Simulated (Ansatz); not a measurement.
Basis-set extrapolation for `C#CC(C)O` (PBE0-D4/def2-TZVP geometry, frozen core, the Gaussian-basis code of Ansatz). Multiplicity 1, RHF reference.

```json
{"": "HF", "def2-TZVPP": "-229.847251", "def2-QZVPP": "-229.857580"}
{"": "MP2 correlation", "def2-TZVPP": "-0.886334", "def2-QZVPP": "-0.947168"}
{"": "CCSD(T) correlation", "def2-TZVPP": "-0.955811", "def2-QZVPP": "not run"}
```

Energies in hartree. Use E(X) = E(∞) + A·exp(−7.88·√X) for Hartree–Fock and E(X) = E(∞) + B·X^(−2.97) for correlation, with X = 3 and 4, and add CCSD(T) minus MP2 of the smaller set to the MP2 limit.

Task: What is the CCSD(T) energy at the basis-set limit?

Result: HF limit: -229.857580 + (-0.010329) × 0.13774 = -229.85900. MP2 limit: -0.947168 + (-0.060834) × 0.74074 = -0.99223. Higher-order term: -0.955811 − (-0.886334) = -0.06948. Total: -230.92071 hartree, 3.20 eV below CCSD(T)/def2-TZVPP.
